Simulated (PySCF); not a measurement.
Atoms are numbered as in `[CH3:1]/[CH:2]=[C:3](/[CH3:4])[Cl:5]`. Hydrogens are named by the atom that carries them.

PySCF calculation with PBE0-D3(BJ)/def2-SVP geometry and GIAO PBE0/pcSseg-1 shieldings; a single conformation, no relativistic terms, no solvent model, equivalent nuclei averaged.

Referencing at the same level of theory: 13C (σ = 184.41 ppm) and 1H (σ = 31.27 ppm) against TMS; HCl for 35Cl (σ = 943.27 ppm).

```tsv
atoms	nucleus	count	Hirshfeld charge	δ (ppm)
C4	13C	1	-0.12	28.6
H(C4)	1H	3	0.05	2.01
C2	13C	1	-0.06	128.4
Cl5	35Cl	1	-0.04	?
H(C2)	1H	1	0.05	?
H(C1)	1H	3	0.04	1.87
C1	13C	1	-0.12	16.7
C3	13C	1	0.02	143.2
```

Complete the table.

Results:


- H(C2): 5.57 ppm, hydrogen on an alkene CH; olefinic region
- Cl5: 215 ppm, chlorine bonded to C

Carbons that carry Cl, above all several Cl atoms, come out too deshielded, partly because spin–orbit coupling is missing. Shifts are as computed. Against solution values, carbons near 30 ppm lie about +2 ppm off and those near 130 ppm about +5 ppm; carbons on Cl a further +5 ppm. Of 1211 compounds with measured shifts, 218 miss one by over three times the rms of a fit or turn the order of signals round; such compounds aren't used in these exercises.
